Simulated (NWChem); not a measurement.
## nitrogen (N2) in NWChem

SMILES: N#N
```xyz
2

N      0.0000     0.0000     0.5502
N      0.0000     0.0000    -0.5502
```
Charge 0, spin multiplicity 1.

Program: NWChem. Structure: optimised with B3LYP/def2-SVP, a minimum by its harmonic frequencies.

Symmetry labels belong to the abelian group D2h used in the runs, with the axes of the coordinates shown; states degenerate in a higher group split over its labels.

Task: List the lowest 3 singlet excitations that TD-PBE/aug-cc-pVDZ gives, with oscillator strengths.

Result: 
```
state  symmetry  energy (eV)  wavelength (nm)      f
-----  --------  -----------  ---------------  -----
1           b3g         9.07              137  0.000
2           b2g         9.07              137  0.000
3            au         9.64              129  0.000
```
